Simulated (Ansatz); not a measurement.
## HN–CH, sextet in cc-pVDZ: errors against UCCSDT(Q)

Geometry: that of the HN–CH, quartet, kept fixed. The quartet lies 8.8 eV lower here.

```csv
atom,x (Å),y (Å),z (Å)
N,-0.0301,-0.1308,0.6612
C,0.1162,0.1026,-0.7459
H,-0.2826,0.7427,1.1410
H,-0.6838,-0.1484,-1.4423
```

Basis cc-pVDZ; Ansatz 0.2.0. Correlated methods freeze the noble-gas cores, which leaves 11 electrons in 36 orbitals. R marks a restricted (for open shells ROHF) determinant, U an unrestricted one. Active spaces: valence = (11e, 10o) chosen from the atoms' valence shells.

Full CI isn't at hand for all of this; UCCSDT(Q) serves as the reference, and is uncertain by about the last step of the cluster series. The frozen core follows each run's orbitals, which can shift R against U totals by a few meV.

For open shells CISD is restricted-active-space CI with the open shells as a complete middle space.

```
UHF ⟨S²⟩                          : 8.762
T1 diagnostic (RCCSD)             : 0.0205
largest doubles amplitude (RCCSD) : 0.025
T1 diagnostic (UCCSD)             : 0.0174
```

| level | E − E(UCCSDT(Q)) (meV) | share of correlation (%) | wall time |
| --- | --- | --- | --- |
| RHF | 6062 | 0.00 | – |
| UHF | 5867 | 3.22 | – |
| RMP2 | 1023 | 83.13 | – |
| UMP2 | 1037 | 82.89 | – |
| CISD | 408 | 93.27 | 7 s |
| RCCSD | 150 | 97.53 | – |
| UCCSD | 146 | 97.59 | – |
| RCCSD(T) | 31 | 99.50 | 2.7 s |
| UCCSD(T) | 29 | 99.52 | 2.5 s |
| BCCD(T) | 30 | 99.51 | 1.4 s |
| RCCSDT | 8 | 99.86 | – |
| UCCSDT | 7 | 99.89 | – |
| RCCSDT(Q) | 2 | 99.97 | 29 s |
| CASSCF (valence space) | 4814 | 20.58 | – |
| NEVPT2 (valence space) | 1005 | 83.42 | 2 s |
| MRCISD (valence space) | 304 | 94.98 | – |
| MRCISD+Q (valence space) | 44 | 99.27 | 9 s |

The correlation energy at UCCSDT(Q), counted from RHF, is -6.062 eV. That run took 26 s on 1 thread of Arm Neoverse V1, shared host.

Times hold each run's SCF and search for its determinant on a shared host, so for small cases they say little of a method's own cost; they ran on 1 thread of Arm Neoverse V1.

Natural occupations of CASSCF (valence space) about the gap: 1.981 1.974 1.003 1.001 1.000 0.999 0.999 0.027 0.020; effectively unpaired electrons, Σ n²(2−n)², 5.01.
